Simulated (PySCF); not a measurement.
Species: CH7PSi.
SMILES: `C[SiH2]P`

A linear-response calculation (PySCF, def2-SVPD basis, gas phase, vertical, core orbitals frozen in the response) gave these numbers; the functional is withheld.

Orbital energies (eV): HOMO-3 -11.06, HOMO-2 -10.75, HOMO-1 -10.19, HOMO -8.65, LUMO 1.04, LUMO+1 1.53, LUMO+2 1.56.

```tsv
state	E (eV)	f	main configurations (H = HOMO, L = LUMO)
S1	6.59	0.014	H→L+3 (95%)
S2	6.64	0.044	H→L (74%), H→L+1 (16%)
S3	7.10	0.145	H→L+1 (75%), H→L (11%)
S4	7.38	0.133	H→L+2 (71%), H→L+4 (12%)
S5	7.95	0.0083	H→L+5 (83%), H-1→L+3 (12%)
S6	8.14	0.026	H→L+4 (68%)
```

Triplets, Tamm–Dancoff:

| state | E (eV) | λ (nm) | main configurations (H = HOMO, L = LUMO) |
| --- | --- | --- | --- |
| T1 | 5.72 | 216.9 | H→L+3 (89%) |
| T2 | 5.76 | 215.2 | H→L+2 (39%), H→L (30%), H→L+6 (16%) |
| T3 | 6.44 | 192.6 | H→L+1 (67%), H→L (26%) |
| T4 | 6.94 | 178.7 | H→L+2 (30%), H→L (29%), H→L+1 (18%) |

Vertical ionisation energy by ΔSCF with the same functional: 9.56 eV. Mean static polarisability: 69.8 au.

**Question.** Which of these was used?
A. B3LYP
B. HF
C. PBE
D. CAM-B3LYP

**Answer.** D. CAM-B3LYP is range-separated, 19% exact exchange at short range and 65% at long range (ω = 0.33 bohr⁻¹). In this run −ε(HOMO) = 8.65 eV differs from the ΔSCF value by -0.91 eV, and S1 differs from the orbital gap of 9.69 eV by -3.10 eV. The ratio −ε(HOMO)/IP is 0.91. Small neutral molecules mostly give 0.85 to 0.93 with CAM-B3LYP, 0.5 to 0.7 with PBE, 0.67 to 0.83 with B3LYP; Hartree–Fock can't fall below 1, since the ion's relaxation only lowers the ΔSCF value.

Method: PySCF 2.14.0, density-fitted response routines, TDDFT CAM-B3LYP/def2-SVPD, vertical, gas phase, core orbitals frozen in the response. One conformer (not necessarily the lowest) at the PBE0-D3(BJ)/def2-SVP geometry, without solvent, vibrations or thermal averaging.

Shape of the structure used: `[CH3:1][SiH2:2][PH2:3]`: H–P3–Si2–C1 -47°, H–P3–Si2–C1 47°.
